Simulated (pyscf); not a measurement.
HS–Ge:–SH (SMILES [SH][Ge][SH]) [singlet] → S=Ge: (SMILES [S]=[Ge]) [singlet] + H₂S (SMILES S), an elimination (singlet surface; Ge–S, H–S broken, H–S formed). Structures and frequencies: ωB97X-D3(BJ)/def2-SVP in PySCF. Correlated levels are frozen-core, on RHF or UHF. ΔMP2 is the change of the MP2 total energy from the triple- to the quadruple-zeta basis. Energies in kcal/mol from the reactant's lowest minimum found.

Small-basis levels: PySCF, no dispersion term, spherical d functions. AM1 to PM7: differences of heats of formation from MOPAC. Cost: rough CPU time at the saddle relative to B3LYP/6-31G*+LANL2DZ, from one job on a shared machine.

```
level                             barrier  reaction energy        cost
--------------------------------  -------  ---------------  ----------
HF/STO-3G                            64.6            +37.2        0.08
SVWN5/6-31G*+LANL2DZ                 21.4            +24.2         1.0
B3LYP/STO-3G                         35.1            +28.3           1
B3LYP/LANL2DZ                        29.2            +12.2         0.6
B3LYP/6-31G*+LANL2DZ                 29.9            +13.1           1
M06-2X/6-31G*+LANL2DZ                32.5            +18.1           2
PBE/def2-SVP                         22.0            +20.2           2
AM1                                  24.5            +38.3  under 0.02
PM3                                  19.4            +21.6  under 0.02
CCSD(T)/def2-TZVPP + ΔMP2(QZVPP)     29.2            +16.5           –
```

Against the last row the barrier runs from -9.8 (PM3) to +35.4 kcal/mol (HF/STO-3G). At SVWN5/6-31G*+LANL2DZ, AM1, PM3 this geometry lies under one side, so the entry may be no barrier of that level: it is a single point on another level's saddle. CCSD(T)/def2-TZVPP + ΔMP2(QZVPP) has limits of its own. On the product side the descent ends in a complex, 5.7 kcal/mol under the separated species and 12.9 kcal/mol under the saddle at ωB97X-D3(BJ)/def2-TZVP. At ωB97X-D3(BJ) the barrier from the zero used here is 32.7 kcal/mol. One saddle was located; it need not be the lowest between these sides. The CCSD(T) − MP2 part came from Ansatz, without density fitting, on the same reference. The frozen core leaves the outer d or s,p core shells of the metals and heavy elements correlated in the MP2 and CC values, and def2-TZVPP describes them poorly, which can shift differences by a few kcal/mol. In the def2 sets elements up to Kr have no core potential.
